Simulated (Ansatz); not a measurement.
AlH3OS (`[OH][AlH][SH]`), 6 atoms. The species carries charge 0 and has multiplicity 1. All runs use 2 threads of a server CPU on a shared host. Correlated methods freeze the cores. Open-shell runs search over several starts.

Question: Give the basis size and wall time and peak host memory of each of these runs in Ansatz. RHF-CCSD(T)/def2-TZVPP energy; RKS ωB97M-V/def2-SVP energy; RKS PBE0-D4/def2-TZVP relaxation (7 steps); RKS ωB97M-V/def2-QZVPP energy; RKS PBE0-D4/def2-QZVPP energy; RKS HSE06-D4/def2-TZVPP energy; RKS PBE-QIDH (frozen core)/def2-TZVPP energy; RKS PBE0-D4/def2-TZVP frequencies; RKS B3LYP-D4/def2-TZVPP energy and forces; RKS PBE0-D4/def2-SVP energy; UHF-CCSD(T)/def2-TZVPP energy of the cation; UKS B3LYP-D4/def2-TZVPP energy of the cation. (Best estimate.)

Answer: The calculation gave: Other jobs shared the machine, so times are rough.

```json
{"level": "RKS PBE0-D4/def2-SVP", "job": "energy", "functions": "65", "wall time": "0.8 s", "peak host memory (GiB)": "0.11"}
{"level": "RKS HSE06-D4/def2-TZVPP", "job": "energy", "functions": "157", "wall time": "2 s", "peak host memory (GiB)": "0.31"}
{"level": "RKS B3LYP-D4/def2-TZVPP", "job": "energy and forces", "functions": "157", "wall time": "2.3 s", "peak host memory (GiB)": "0.29"}
{"level": "RKS PBE-QIDH (frozen core)/def2-TZVPP", "job": "energy", "functions": "157", "wall time": "3.1 s", "peak host memory (GiB)": "0.25"}
{"level": "RKS ωB97M-V/def2-SVP", "job": "energy", "functions": "65", "wall time": "4.3 s", "peak host memory (GiB)": "0.17"}
{"level": "RKS PBE0-D4/def2-QZVPP", "job": "energy", "functions": "287", "wall time": "4.4 s", "peak host memory (GiB)": "0.62"}
{"level": "UKS B3LYP-D4/def2-TZVPP", "job": "energy of the cation", "functions": "157", "wall time": "8.5 s", "peak host memory (GiB)": "0.39"}
{"level": "RKS ωB97M-V/def2-QZVPP", "job": "energy", "functions": "287", "wall time": "12 s", "peak host memory (GiB)": "0.75"}
{"level": "RHF-CCSD(T)/def2-TZVPP", "job": "energy", "functions": "157", "wall time": "15 s", "peak host memory (GiB)": "1"}
{"level": "RKS PBE0-D4/def2-TZVP", "job": "relaxation (7 steps)", "functions": "123", "wall time": "15 s", "peak host memory (GiB)": "0.2"}
{"level": "RKS PBE0-D4/def2-TZVP", "job": "frequencies", "functions": "123", "wall time": "43 s", "peak host memory (GiB)": "0.21"}
{"level": "UHF-CCSD(T)/def2-TZVPP", "job": "energy of the cation", "functions": "157", "wall time": "63 s", "peak host memory (GiB)": "2.4"}
```

B3LYP here is the variant with VWN-RPA as its local correlation; programs differ in this. HSE06 is defined as in plane-wave codes.
